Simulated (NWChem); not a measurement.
**One shape, several levels: CClF3 (SMILES FC(F)(F)Cl)**

Wanted: a comparison of 3 runs (B3LYP/def2-SVPD, PBE/def2-SVPD, r2SCAN/def2-SVPD) of CClF3. 

Program for the calculation: NWChem 7.3.0.

**1. The molecule**

The species is CClF3 (5 atoms), meant as a singlet with charge 0. SMILES: `FC(F)(F)Cl`. The shape is that of a PBE0-D4/def2-TZVP optimisation.

Bond lengths: F1–C2 1.322 Å, C2–F3 1.322 Å, C2–F4 1.322 Å, C2–Cl5 1.756 Å. Angles: F1–C2–F3 108.7°, F1–C2–F4 108.7°, F1–C2–Cl5 110.2°, F3–C2–F4 108.7°, F3–C2–Cl5 110.2°, F4–C2–Cl5 110.2°.

**2. Energy and forces at B3LYP/def2-SVPD (run 1)**

cclf3.nw reads:

```
start cclf3
title "CClF3 B3LYP"
memory stack 880 mb heap 220 mb global 1100 mb

geometry units angstroms noautosym nocenter noautoz
F     0.213700    0.019100    1.326100
C    -0.002200   -0.082500    0.026100
F    -1.249600   -0.474600   -0.167100
F     0.811700   -0.999000   -0.468500
Cl    0.276300    1.463300   -0.758000
end

basis spherical bse
* library def2-SVPD
end

dft
xc b3lyp
mult 1
grid fine
convergence energy 1e-08
iterations 100
mulliken
print medium
end

task dft gradient
```

Started as:

```bash
nwchem cclf3.nw > cclf3.out
```

Standard output:

```text
[...]
          Wavefunction type:  closed shell.
          No. of atoms     :     5
          No. of electrons :    50
[...]
          Charge           :     0
          Spin multiplicity:     1
[...]
          AO basis - number of functions:   116
[...]
              XC Information
              --------------
                         B3LYP Method XC Potential
                     Hartree-Fock (Exact) Exchange  0.200
                        Slater Exchange Functional  0.800 local
                    Becke 1988 Exchange Functional  0.720 non-local
              Lee-Yang-Parr Correlation Functional  0.810
                  VWN I RPA Correlation Functional  0.190 local
[...]
 d= 0,ls=0.0,diis     1   -797.2501816799 -1.05D+03  1.96D-02  2.08D+00     1.3
[...]
 d= 0,ls=0.0,diis     8   -797.4708294679 -7.66D-09  3.46D-06  1.64D-07     8.5
         Total DFT energy =     -797.470829467856
      One electron energy =    -1602.368390628466
           Coulomb energy =      618.680256287843
    Exchange-Corr. energy =      -65.011338501618
 Nuclear repulsion energy =      251.228643374385
[...]
  wavefunction    = closed shell
                         DFT ENERGY GRADIENTS
    atom               coordinates                        gradient
                 x          y          z           x          y          z
   1 F       0.403834   0.036094   2.505966   -0.001562  -0.000663  -0.009491
   2 C      -0.004157  -0.155902   0.049322    0.000185   0.000908  -0.000436
   3 F      -2.361402  -0.896864  -0.315773    0.009056   0.002923   0.001364
   4 F       1.533891  -1.887836  -0.885337   -0.005891   0.006716   0.003547
   5 Cl      0.522131   2.765236  -1.432412   -0.001788  -0.009884   0.005016
[...]
```

Run time: 13 s. Hardware: 1 thread of AMD EPYC 9R45 (Zen 5), shared host; peak memory 0.12 GiB.

**3. Energy and gradient at PBE/def2-SVPD (run 2)**

struct.xyz reads:

```xyz
5
CClF3
F      0.213700     0.019100     1.326100
C     -0.002200    -0.082500     0.026100
F     -1.249600    -0.474600    -0.167100
F      0.811700    -0.999000    -0.468500
Cl     0.276300     1.463300    -0.758000
```

run.py reads:

```python
from ase.io import read
from ase.calculators.nwchem import NWChem

system = read('struct.xyz')

calc = NWChem(
    label='struct',
    theory='dft',
    memory='2200 mb',
    basis='def2-SVPD',
    basispar='spherical bse',
    dft={'xc': 'xpbe96 cpbe96', 'mult': '1', 'grid': 'fine', 'convergence': 'energy 1e-08', 'iterations': '100', 'mulliken': None},
)
system.calc = calc

forces = system.get_forces()
print(f"energy = {system.get_potential_energy():.6f} eV")
print("forces (eV/A):")
for s, f in zip(system.symbols, forces):
    print(f"{s:2s} {f[0]:10.5f} {f[1]:10.5f} {f[2]:10.5f}")
print("dipole (e A):", system.get_dipole_moment().round(4))
```

Started as:

```bash
export ASE_NWCHEM_COMMAND="nwchem PREFIX.nwi > PREFIX.nwo"
python run.py
```

Standard output:

```text
energy = -21686.330576 eV
forces (eV/A):
F     0.17617    0.12017    0.99368
C     0.02617    0.15149   -0.07806
F    -0.96458   -0.26488   -0.17139
F     0.64175   -0.67306   -0.40618
Cl    0.12043    0.66628   -0.33805
dipole (e A): [ 0.0083  0.0457 -0.0231]
```

The calculator wrote struct.nwi:

```
title "struct"

permanent_dir struct

scratch_dir struct

start struct

geometry units angstrom nocenter noautosym noautoz
  F  2.1370000000000000e-01 1.9099999999999999e-02 1.3261000000000001e+00
  C  -2.2000000000000001e-03 -8.2500000000000004e-02 2.6100000000000002e-02
  F  -1.2496000000000000e+00 -4.7460000000000002e-01 -1.6710000000000000e-01
  F  8.1169999999999998e-01 -9.9900000000000000e-01 -4.6850000000000003e-01
  Cl 2.7629999999999999e-01 1.4633000000000000e+00 -7.5800000000000001e-01
end

memory 2200 mb

basis spherical bse noprint
   * library def2-SVPD
end

dft
  xc xpbe96 cpbe96
  mult 1
  grid fine
  convergence energy 1e-08
  iterations 100
  mulliken
end

task dft gradient
```

struct.nwo:

```text
Northwest Computational Chemistry Package (NWChem) 7.3.0
             --------------------------------------------------------

           Job information
           ---------------

    nwchem branch   = 7.3.0
    use scalapack   = T
    input           = struct.nwi
    prefix          = struct.
    data base       = struct/struct.db
    status          = startup
    nproc           =        1

           Memory information
           ------------------

[... 5 lines left out ...]
    hardfail = no
[... 99 lines left out ...]
  convergence criterion.
[... 39 lines left out ...]
          Spatial weights used:  Erf1
[... 32 lines left out ...]
 1-e energy   =   -1602.933458
[... 43 lines left out ...]
           Coulomb energy =      618.486238343944
[... 890 lines left out ...]
          Convergence on density requested:  1.00D-05
[... 25 lines left out ...]
          total energy or number of iterations.
[... 36 lines left out ...]
                 ----------------------------------------
                 |  Time  |  1-e(secs)   |  2-e(secs)   |
                 ----------------------------------------
                 |  CPU   |       0.01   |       3.29   |
                 ----------------------------------------
                 |  WALL  |       0.01   |       3.29   |
                 ----------------------------------------

 Task  times  cpu:       15.1s     wall:       15.1s
 Total times  cpu:       15.1s     wall:       15.1s
```

Run time: 16 s. Hardware: 1 thread of AMD EPYC 9R45 (Zen 5), shared host; peak memory 0.13 GiB.

**4. Energy and gradient at r2SCAN/def2-SVPD (run 3)**

cclf3.nw reads:

```
start cclf3
title "CClF3 r2SCAN"
memory 2200 mb

geometry units angstroms noautosym nocenter noautoz
  F      0.213700     0.019100     1.326100
  C     -0.002200    -0.082500     0.026100
  F     -1.249600    -0.474600    -0.167100
  F      0.811700    -0.999000    -0.468500
  Cl     0.276300     1.463300    -0.758000
end

basis spherical bse
  * library def2-SVPD
end

dft
  xc r2scan
  grid fine
  convergence energy 1e-08
  maxiter 100
  mulliken
end

task dft gradient
```

Started as:

```bash
nwchem cclf3.nw > cclf3.out
```

Standard output:

```text
[...]
          Wavefunction type:  closed shell.
          No. of atoms     :     5
          No. of electrons :    50
[...]
          Charge           :     0
          Spin multiplicity:     1
[...]
          AO basis - number of functions:   116
[...]
              XC Information
              --------------
                      r^2SCAN Method XC Functional
               r^2SCAN metaGGA Exchange Functional  1.000
                     r^2SCAN Correlation Potential  1.000
[...]
 d= 0,ls=0.0,diis     1   -797.0712874076 -1.05D+03  2.10D-02  2.03D+00     1.5
[...]
 d= 0,ls=0.0,diis     8   -797.2872872403  2.55D-09  3.85D-06  2.13D-07    10.2
         Total DFT energy =     -797.287287240295
      One electron energy =    -1602.388460815689
           Coulomb energy =      618.697212501080
    Exchange-Corr. energy =      -64.824682300071
 Nuclear repulsion energy =      251.228643374385
[...]
  wavefunction    = closed shell
                         DFT ENERGY GRADIENTS
    atom               coordinates                        gradient
                 x          y          z           x          y          z
   1 F       0.403834   0.036094   2.505966   -0.001412  -0.000904  -0.008050
   2 C      -0.004157  -0.155902   0.049322    0.000101   0.000451  -0.000200
   3 F      -2.361402  -0.896864  -0.315773    0.007775   0.002203   0.001343
   4 F       1.533891  -1.887836  -0.885337   -0.005153   0.005484   0.003236
   5 Cl      0.522131   2.765236  -1.432412   -0.001311  -0.007234   0.003672
[...]
```

Run time: 16 s. Hardware: 1 thread of AMD EPYC 9R45 (Zen 5), shared host; peak memory 0.13 GiB.

**5. The series**

```tsv
run	level	energy (Eh)	dipole moment (D)	HOMO energy (eV)	LUMO energy (eV)	wall time
1	B3LYP/def2-SVPD	-797.470829	0.39	-9.89	-0.56	13 s
2	PBE/def2-SVPD	-796.957956	0.25	-8.60	-1.27	16 s
3	r2SCAN/def2-SVPD	-797.287287	0.26	-9.01	-0.96	16 s
```

**6. Results**

```
                       quantity          value
            run 3: total energy  -797.28729 Eh
           run 3: dipole moment         0.26 D
             run 3: HOMO energy       -9.01 eV
             run 3: LUMO energy       -0.96 eV
           run 3: HOMO–LUMO gap        8.05 eV
run 3: largest force on an atom     0.423 eV/Å
```

In words: The dipole moment (its size) runs from 0.25 D (PBE/def2-SVPD) to 0.39 D (B3LYP/def2-SVPD). The HOMO–LUMO gap runs from 7.33 eV (PBE/def2-SVPD) to 9.33 eV (B3LYP/def2-SVPD). Totals of different functionals can't be ranked against each other. All runs together took 45 s, the longest 16 s.
